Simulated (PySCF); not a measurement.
Molecule: `OCC(F)(F)F`, C2H3F3O.

Geometry:
```tsv
atom	x (Å)	y (Å)	z (Å)
O1	-0.734	-0.876	-1.135
C2	-0.682	0.127	-0.177
C3	0.614	0.093	0.605
F4	1.659	0.180	-0.234
F5	0.684	1.120	1.454
F6	0.757	-1.030	1.302
H7	-0.008	-0.738	-1.754
H8	-1.509	-0.026	0.532
H9	-0.781	1.149	-0.593
```

Geometry PBE0-D3(BJ)/def2-SVP throughout; GIAO in PySCF, gas phase, one conformer, non-relativistic; equivalent atoms averaged; functional PBE0.

Question: How do the shifts δ (against H2O, TMS, CFCl3 at the same level) depend on the basis set? (ppm; last column core-seconds on shared hosts with different chips, so compare them loosely)

Answer: 
```tsv
basis set	functions	O1	C3	C2	F4/F5/F6	H8/H9	H7	core-s
STO-3G	33	-15.2	94.9	47.6	-98.9	2.05	-1.92	1.8
6-31G	60	-1.1	129.4	61.0	-102.8	3.83	0.17	3.7
pcSseg-0	60	1.5	147.8	69.9	-97.7	4.54	0.09	2.7
6-31G*	90	0.5	122.9	61.1	-92.9	3.62	0.19	5.4
def2-SVP	99	8.7	127.3	60.2	-78.1	3.54	0.11	5.7
cc-pVDZ	99	12.0	126.6	61.7	-89.6	3.50	-0.21	4.6
pcSseg-1	117	11.6	129.7	64.7	-93.7	3.77	0.57	7.8
aug-cc-pVDZ	165	13.2	125.5	61.5	-86.7	3.82	0.66	9.2
6-311+G(2d,p)	180	11.7	128.5	63.4	-93.2	3.79	0.44	14
def2-TZVP	204	14.2	132.3	64.8	-89.4	3.71	0.42	17
cc-pVTZ	222	14.7	131.2	64.0	-89.0	3.69	0.58	14
IGLO-III	240	12.3	133.3	65.8	-91.3	3.77	0.68	16
pcSseg-2	258	12.2	134.6	66.4	-91.6	3.73	0.84	32
```

Question: Which nucleus moves most, in ppm?

Answer: C3 (CF3 carbon): from 94.9 ppm with STO-3G to 147.8 ppm with pcSseg-0. The smallest spread is 2.49 ppm, at H8/H9. Proton shifts span only some 12 ppm, so a few tenths of a ppm matter as much there as several ppm in carbon.

Question: Taking the largest basis, pcSseg-2 (258 functions), as the yardstick, rank the others by their worst heavy-atom deviation.

Answer: IGLO-III 1.3 ppm (240 functions), def2-TZVP 2.3 ppm (204 functions), cc-pVTZ 3.4 ppm (222 functions), pcSseg-1 4.9 ppm (117 functions), 6-311+G(2d,p) 6.1 ppm (180 functions), cc-pVDZ 8.0 ppm (99 functions), aug-cc-pVDZ 9.1 ppm (165 functions), 6-31G* 11.7 ppm (90 functions), pcSseg-0 13.2 ppm (60 functions), 6-31G 13.3 ppm (60 functions), def2-SVP 13.6 ppm (99 functions), STO-3G 39.7 ppm (33 functions).

A small basis that lands close on one nucleus may do so by chance; judge by the trend and by all nuclei.
